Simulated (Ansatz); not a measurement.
# C₃H₄F₂: up Jacob's ladder to CCSD(T)

The task here is to estimate one member of a computed series from the others.

Computed with Ansatz 0.2.0, Gaussian basis. Level: functionals in def2-TZVPP, the program's frozen cores in correlated methods.

Plan: LDA (SPW92), PBE-D4, revPBE-D4, BLYP-D4, r2SCAN-D4, B97M-V, PBE0-D4, B3LYP-D4, r2SCANh-D4, r2SCAN0-D4, HSE06-D4, BHLYP-D4, CAM-B3LYP-D4, LC-ωPBE, ωB97X-V, ωB97M-V, B2PLYP, PBE-QIDH; CCSD(T)/def2-SVP; CCSD(T)/def2-TZVPP; MP2/def2-QZVPP; extrapolation to the limit; RPA on PBE.

**The geometry**

All runs share one geometry, relaxed beforehand with PBE0-D4 in a triple-zeta def2 set.

SMILES `C=CC(F)F`, 9 atoms, charge 0, spin multiplicity 1.

Atoms are counted from 1 here; the program's logs count them from 0.

Bond lengths: C1–C2 1.322 Å, C1–H6 1.083 Å, C1–H7 1.083 Å, C2–C3 1.490 Å, C2–H8 1.086 Å, C3–F4 1.354 Å, C3–F5 1.363 Å, C3–H9 1.097 Å. Angles: C2–C1–H6 121.3°, C2–C1–H7 121.1°, H6–C1–H7 117.6°, C1–C2–C3 123.8°, C1–C2–H8 121.8°, C3–C2–H8 114.4°, C2–C3–F4 111.8°, C2–C3–F5 109.7°, C2–C3–H9 112.9°, F4–C3–F5 107.5°, F4–C3–H9 107.6°, F5–C3–H9 107.1°.

The first run:

in.yaml

```yaml
crystal:
  periodic: [false, false, false]
  atoms:
    - {symbol: C, position_ang: [-0.521906, -0.520634, -1.183725]}
    - {symbol: C, position_ang: [0.228022, -0.538240, -0.095355]}
    - {symbol: C, position_ang: [0.252024, 0.558902, 0.912978]}
    - {symbol: F, position_ang: [-0.462401, 1.633964, 0.503352]}
    - {symbol: F, position_ang: [1.535300, 0.972512, 1.112328]}
    - {symbol: H, position_ang: [-1.169746, 0.318597, -1.406963]}
    - {symbol: H, position_ang: [-0.507742, -1.345278, -1.885749]}
    - {symbol: H, position_ang: [0.877467, -1.376435, 0.137540]}
    - {symbol: H, position_ang: [-0.142517, 0.250412, 1.888593]}
basis:
  gaussian: {orbitals: def2-TZVPP}
hamiltonian: {xc: lda}
output: {orbitals: {seedname: orbitals}}
```

Steps of the session up to this table: LDA; PBE-D4 (GGA); revPBE-D4 (GGA); BLYP-D4 (GGA); r2SCAN-D4 (meta-GGA); B97M-V (meta-GGA); PBE0-D4 (hybrid); B3LYP-D4 (hybrid); r2SCANh-D4 (hybrid); r2SCAN0-D4 (hybrid); HSE06-D4 (hybrid); BHLYP-D4 (hybrid); CAM-B3LYP-D4 (range-separated); LC-ωPBE-D4 (range-separated; the results give it without D4); ωB97X-V (range-separated); ωB97M-V (range-separated); B2PLYP (double hybrid); PBE-QIDH (double hybrid).

One table of the session follows, with a row left open; its other results are not shown here.

It belongs to the step «Orbital energies across the functionals». 

| functional | HOMO (eV) | gap (eV) |
| --- | --- | --- |
| LDA (SPW92) | -7.43 | 5.62 |
| PBE-D4 | -7.22 | 5.68 |
| revPBE-D4 | -7.14 | 5.70 |
| BLYP-D4 | ? | ? |
| r2SCAN-D4 | -7.45 | 6.13 |
| B97M-V | -7.43 | 6.18 |
| PBE0-D4 | -8.40 | 7.90 |
| B3LYP-D4 | -8.17 | 7.41 |
| r2SCANh-D4 | -7.89 | 6.96 |
| r2SCAN0-D4 | -8.55 | 8.19 |
| HSE06-D4 | -7.99 | 7.11 |
| BHLYP-D4 | -9.41 | 10.02 |
| CAM-B3LYP-D4 | -9.78 | 10.42 |
| LC-ωPBE | -11.22 | 13.08 |
| ωB97X-V | -10.78 | 12.57 |
| ωB97M-V | -10.69 | 12.34 |

Q: Estimate the row for BLYP-D4 from the others.

Worked estimate for «HOMO (eV)». Against the share of exact exchange, B3LYP-D4 (0.2, -8.17), BHLYP-D4 (0.5, -9.41) give a slope of -4.13 per unit share; at 0 the line stands at -7.34.

As computed: HOMO (eV): -7.06; gap (eV): 5.64. In «HOMO (eV)» the line misses by -0.28.
